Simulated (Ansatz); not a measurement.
System: cubic perovskite BaTiO3 (cubic high-temperature phase). Method: rVV10 (PAW; Ansatz, a first-principles code).

Settings: plane-wave cutoff 520 eV, 8×8×8 k mesh, Fermi–Dirac smearing 0.01 eV, no spin polarisation, scalar-relativistic PAW data made under PBE.

Properties against volume:

| V (Å³/atom) | P (GPa) | direct gap at Γ (eV) | smallest gap on the k mesh (eV) |
|---|---|---|---|
| 12.322 | 11.85 | 1.950 | 1.895 |
| 12.584 | 7.46 | 1.927 | 1.849 |
| 12.847 | 3.53 | 1.903 | 1.803 |
| 13.109 | 0.00 | 1.878 | 1.758 |
| 13.371 | -3.16 | 1.852 | 1.714 |
| 13.633 | -5.99 | 1.826 | 1.671 |
| 13.895 | -8.53 | 1.798 | 1.629 |

The fundamental gap (1.76 eV at the equilibrium volume, with added k points) lies elsewhere than Γ–Γ.

Measured, for comparison: band gap 3.2 eV (temperature not stated, no zero-point or thermal correction; as tabulated in Matsushita et al. (2011), arXiv:1104.2769).

Note: the relaxation could not lower the start's symmetry, so the cell can be a saddle point above a distorted one.

Spin–orbit coupling is not included.
